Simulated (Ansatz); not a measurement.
# CH6AlN (SMILES [CH3][AlH][NH2]): functionals against CCSD(T) at one geometry

The atoms stand at a structure displaced at random from a GFN2-xTB minimum. How far do the functionals agree with CCSD(T) there?

Program: Ansatz 0.2.0, Gaussian basis. Level of theory: single points in def2-TZVPP. These are calculated values, not measurements.

Correlated methods freeze the cores.

**1. The starting structure**

9 atoms, charge 0, spin multiplicity 1.

Atoms are counted from 1 here; the program's logs count them from 0.

Bond lengths: C1–Al2 2.104 Å, C1–H4 1.143 Å, C1–H5 1.226 Å, C1–H6 1.086 Å, Al2–N3 1.856 Å, Al2–H7 1.628 Å, N3–H8 1.162 Å, N3–H9 0.988 Å. Angles: Al2–C1–H4 111.3°, Al2–C1–H5 110.5°, Al2–C1–H6 112.1°, H4–C1–H5 102.9°, H4–C1–H6 110.9°, H5–C1–H6 108.7°, C1–Al2–N3 126.2°, C1–Al2–H7 117.5°, N3–Al2–H7 116.2°, Al2–N3–H8 126.8°, Al2–N3–H9 131.4°, H8–N3–H9 99.2°.

Geometry (Å):

```
C    -0.8533    0.9464   -0.9706
Al    0.6685   -0.1684   -0.0386
N     0.5252   -1.0974    1.5619
H    -1.6797    0.2659   -1.3712
H    -0.4295    1.4887   -1.9853
H    -1.2632    1.7081   -0.3132
H     2.1139   -0.2392   -0.7845
H     0.4861   -2.2507    1.6950
H     0.7485   -0.8397    2.4888
```

**2. CCSD(T)/def2-TZVPP**

File run/in.yaml:

```yaml
crystal:
  periodic: [false, false, false]
  atoms:
    - {symbol: C, position_ang: [-0.853300, 0.946400, -0.970600]}
    - {symbol: Al, position_ang: [0.668500, -0.168400, -0.038600]}
    - {symbol: N, position_ang: [0.525200, -1.097400, 1.561900]}
    - {symbol: H, position_ang: [-1.679700, 0.265900, -1.371200]}
    - {symbol: H, position_ang: [-0.429500, 1.488700, -1.985300]}
    - {symbol: H, position_ang: [-1.263200, 1.708100, -0.313200]}
    - {symbol: H, position_ang: [2.113900, -0.239200, -0.784500]}
    - {symbol: H, position_ang: [0.486100, -2.250700, 1.695000]}
    - {symbol: H, position_ang: [0.748500, -0.839700, 2.488800]}
basis:
  gaussian: {orbitals: def2-TZVPP}
correlation: {method: ccsd_t}
output: {forces: true}
```

No record of the launch command was kept for these runs.

**3. PBE0-D4/def2-TZVPP**

run/in.yaml: that of step 2 with these lines changed.

```diff
@@ -14,3 +14,3 @@
   gaussian: {orbitals: def2-TZVPP}
-correlation: {method: ccsd_t}
-output: {forces: true}
+hamiltonian: {xc: pbe0, dispersion: d4}
+output: {forces: true, orbitals: {seedname: orbitals}}
```

**4. wB97M-V/def2-TZVPP**

run/in.yaml: that of step 3 with these lines changed.

```diff
@@ -14,3 +14,3 @@
   gaussian: {orbitals: def2-TZVPP}
-hamiltonian: {xc: pbe0, dispersion: d4}
-output: {forces: true, orbitals: {seedname: orbitals}}
+hamiltonian: {xc: {name: wB97M-V}}
+output: {forces: true}
```

**5. r2SCAN-D4/def2-TZVPP**

run/in.yaml: that of step 4 with these lines changed.

```diff
@@ -14,3 +14,3 @@
   gaussian: {orbitals: def2-TZVPP}
-hamiltonian: {xc: {name: wB97M-V}}
+hamiltonian: {xc: r2scan, dispersion: d4}
 output: {forces: true}
```

**6. PBE-D4/def2-TZVPP**

run/in.yaml: that of step 5 with these lines changed.

```diff
@@ -14,3 +14,3 @@
   gaussian: {orbitals: def2-TZVPP}
-hamiltonian: {xc: r2scan, dispersion: d4}
+hamiltonian: {xc: pbe, dispersion: d4}
 output: {forces: true}
```

**7. r2SCANh-D4/def2-TZVPP**

run/in.yaml: that of step 6 with these lines changed.

```diff
@@ -14,3 +14,3 @@
   gaussian: {orbitals: def2-TZVPP}
-hamiltonian: {xc: pbe, dispersion: d4}
+hamiltonian: {xc: {name: r2SCANh}, dispersion: d4}
 output: {forces: true}
```

**8. BLYP-D4/def2-TZVPP**

run/in.yaml: that of step 7 with these lines changed.

```diff
@@ -14,3 +14,3 @@
   gaussian: {orbitals: def2-TZVPP}
-hamiltonian: {xc: {name: r2SCANh}, dispersion: d4}
+hamiltonian: {xc: {name: BLYP}, dispersion: d4}
 output: {forces: true}
```

(Steps that only read results are left out.)

What does the calculation give? Wanted: energy less free atoms, CCSD(T)/def2-TZVPP; RMS force component; RMS force error; HOMO and LUMO, PBE0-D4; T1 diagnostic.

**Answer**, as computed:

| quantity | value |
| --- | --- |
| energy less free atoms, CCSD(T)/def2-TZVPP | -29.341 eV |
| RMS force component | 1.359 to 1.471 eV/Å over the methods |
| RMS force error | PBE0-D4 0.048, wB97M-V 0.047, r2SCAN-D4 0.042, PBE-D4 0.132, r2SCANh-D4 0.054, BLYP-D4 0.132 eV/Å |
| HOMO and LUMO, PBE0-D4 | -6.59 and -1.05 eV |
| T1 diagnostic | 0.010 |

Against CCSD(T) the functionals' energies less atoms differ by -1.089 to -0.522 eV, PBE-D4 by -1.089 eV. CCSD(T) in triple zeta still lacks some correlation energy of the bonds, so part of these gaps is its own basis error and they don't rank the functionals. The forces of r2SCAN-D4 come nearest to CCSD(T), those of BLYP-D4 are farthest. Frozen-core CCSD(T) forces in triple zeta carry basis errors of their own, and this is one geometry, so small gaps rank nothing.
